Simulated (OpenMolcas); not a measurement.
# NSF3: a line through the functionals

The species is NSF3 (5 atoms), meant as a singlet with charge 0. SMILES: `N#S(F)(F)F`. Geometry: relaxed at PBE0-D4/def2-TZVP.

The HOMO–LUMO gap y, in eV, basis def2-SVPD; a is the functional's share of exact exchange. Programs: OpenMolcas 26.06.

| functional | program | a | y (eV) |
| --- | --- | --- | --- |
| TPSS | OpenMolcas | 0 | 6.04 |
| r2SCAN | OpenMolcas | 0 | 6.48 |
| B3LYP | OpenMolcas | 0.2 | ? |
| PBE0 | OpenMolcas | 0.25 | 8.38 |
| BHLYP | OpenMolcas | 0.5 | 10.74 |

Question: Fit y = c + s·a to the known rows and predict B3LYP.

Answer: 
1. Means of the 4 rows: a = 0.1875, y = 7.910.
2. Σ(Δa)² = 0.17188, Σ(Δa·Δy) = 1.5325, so the slope is 1.5325/0.17188 = 8.9161.
3. Intercept: 7.910 − (8.9161) × 0.1875 = 6.238. The largest residual of the fit is 0.24.
4. B3LYP: 6.238 + (8.9161) × 0.2 = 8.02 eV.

The run gave 7.73 eV, so the prediction is off by +0.29 eV, about the scatter of the fit. Exact exchange lowers occupied levels and raises empty ones. The rows mix families of semi-local functionals, which the line can't see.
